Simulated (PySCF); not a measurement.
How strong are the bonds of 1,1,1-trifluoropropane?

Molecule: 1,1,1-trifluoropropane, `CCC(F)(F)F` (C3H5F3). Numbering: `[CH3:1][CH2:2][C:3]([F:4])([F:5])[F:6]`

These are calculated values, M06-2X/def2-TZVP in PySCF (grid level 3) at geometries from PBE0-D3(BJ)/def2-SVP. Zero-point and thermal terms (298.15 K, 1 bar) come from unscaled GFN2-xTB harmonic frequencies, with soft modes damped to free rotors in the entropy. These were taken at the GFN2-xTB minima.

```
 bond  r / Å              radicals  BDE(298 K) / kJ/mol  BDFE / kJ/mol  D₀ / kJ/mol  Dₑ / kJ/mol
C1–C2  1.518  CH3• + [CH2]C(F)(F)F                  395            340          386          424
 C2–H  1.101    C[CH]C(F)(F)F + H•                  419            379          411          452
 C1–H  1.100   [CH2]CC(F)(F)F + H•                  424            384          416          457
C2–C3  1.505     [CH2]C + F[C](F)F                  425            366          419          443
C3–F4  1.339        CC[C](F)F + F•                  537            491          532          544
```

Homolysis to relaxed radicals in the gas phase; the table need not hold every single bond outside rings.

Weakest of these: C1–C2 (395 kJ/mol); strongest: C3–F4 (537 kJ/mol).

Known limits: the order of C2–H and C1–H, of C1–H and C2–C3 is undecided: the gaps lie inside the method's error (some 10 kJ/mol, one structure a species).

Run with `OMP_NUM_THREADS=1 python redox_run.py task.json out` on 1 thread of Arm Neoverse V1, a shared host. Structures, frequencies and single points: 5.5 min of wall time.
